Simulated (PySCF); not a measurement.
Work out the structure from these simulated measurements.

Elements present: C, H, O and S. Monoisotopic mass: 94.0089 u.

| Item | Value |
| --- | --- |
| 13C NMR | chemical shifts (computed TMS as zero) by class: 42.7 (2 C) ppm [GIAO B97-2/pcSseg-2] |
| UV, strongest line | among the 10 lowest singlet transitions: S4 at 8.30 eV (149 nm, f = 0.064) [TDDFT CAM-B3LYP/aug-cc-pVTZ] |
| Polarisability | 52.6 au [CAM-B3LYP/aug-cc-pVTZ] |
| XPS | S2p3/2 173.7, C1s 291.6 (×2), O1s 537.6 (×2), S1s 2482.6 eV [ΔSCF SCAN, pcX-3 on the ionised atom, pcseg-2 elsewhere, spin-free X2C, 2p3/2 from a spin–orbit splitting computed afterwards within the 2p shell] |
| Triplet | lowest triplet excitation (Tamm–Dancoff): 7.32 eV [TDA CAM-B3LYP/aug-cc-pVTZ] |
| Rotational structure | rotational constants A, B, C: 4.642, 4.302, 4.192 GHz [PBE0-D3(BJ)/def2-TZVP] |

The electronic properties come from PySCF, for the isolated species, density fitting. Levels stand in brackets. Geometry: PBE0-D3(BJ)/def2-TZVP; no solvent, vibrations or thermal averaging. NMR values are class means; diastereotopic atoms form classes of their own.

Q: Which formula fits the mass and the elements?

A: C2H6O2S (calculated 94.0089). No other formula that holds each of these elements comes within 0.0003 u with a fitting electron parity and a possible valence count.

Q: Give a SMILES that accounts for the data.

A: Numbering: `[CH3:1][S:2]([CH3:3])(=[O:4])=[O:5]`. 2 carbons fall into 1 class: S-methyl carbon [C1/C3] (42.7 ppm, 2 C). The core levels belong to: S2p3/2 173.7 eV, sulfonyl sulfur [S2]; C1s 291.6 eV, S-methyl carbon [C1/C3]; O1s 537.6 eV, sulfonyl oxygen [O4/O5]; S1s 2482.6 eV, sulfonyl sulfur [S2]. The optimised geometry has point group C2v and is an asymmetric top. Structure: `CS(C)(=O)=O`. The assignments are read from this structure; whether some other isomer fits the data as well wasn't checked.
